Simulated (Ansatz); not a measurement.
`BBN` + H₂ → `BN` + BH₃ at 400 K and 1 bar (hydrogenolysis of a B–B bond).

Gas-phase electronic energies from Ansatz, PBE0-D4/def2-TZVP geometries. CCSD(T)/CBS is the MP2 limit (def2-TZVPP, def2-QZVPP) plus CCSD(T) − MP2 in def2-TZVPP, frozen cores. This one scheme is used for every species. Each species was taken in one conformer, which may not be the lowest.

| species | CCSD(T)/CBS energy (Eh) | H − E (kJ/mol) | S (J/(mol·K)) |
| --- | --- | --- | --- |
| `BBN` | -107.29684 | 179.4 | 296.3 |
| H₂ | -1.17544 | 38.0 | 139.0 |
| `BN` | -81.93499 | 142.5 | 243.5 |
| BH₃ | -26.55200 | 82.6 | 199.4 |

H − E and S are ideal-gas, rigid-rotor, harmonic terms from PBE0-D4/def2-TZVP, for one conformer and one mirror image of each species. For small species the MP2-based limit differs from directly extrapolated CCSD(T) by up to some mEh (0.8 for H₂); such offsets cancel only in part. 1 Eh = 2625.50 kJ/mol, R = 8.31446 J/(mol·K).

Problem. By hand: ΔE, ΔH, ΔS and ΔG.

Solution. ΔE = (-81.93499) + (-26.55200) − (-107.29684) − (-1.17544) = -0.01471 Eh = -38.6 kJ/mol. Δ(H − E) = 142.5 + 82.6 − 179.4 − 38.0 = 7.7, so ΔH = -30.9 kJ/mol. ΔS = 243.5 + 199.4 − 296.3 − 139.0 = 7.6 J/(mol·K). ΔG = -30.9 − 400 × (7.6)/1000 = -33.9 kJ/mol.

Problem. By hand: the equilibrium constant, and the temperature at which ΔG would vanish if ΔH and ΔS stayed fixed.

Solution. log₁₀ K = −ΔG/(RT ln 10) = 4.4. ΔH and −TΔS have one sign here, so there is no such temperature.

The number of gas molecules stays the same, so ΔS is small and ΔH decides. A doubt of 5 kJ/mol in ΔE shifts log₁₀ K by 0.7 here. Other conformers and mirror images would add mixing entropy, several J/(mol·K) or more a flexible species. These are equilibria of isolated gas molecules and say nothing of rates. Largest T1 diagnostic: 0.013 (customary marks: 0.02 for closed shells, 0.045 for open ones).

ΔS is within the doubt of such terms, so its sign, and with it that verdict, could turn.
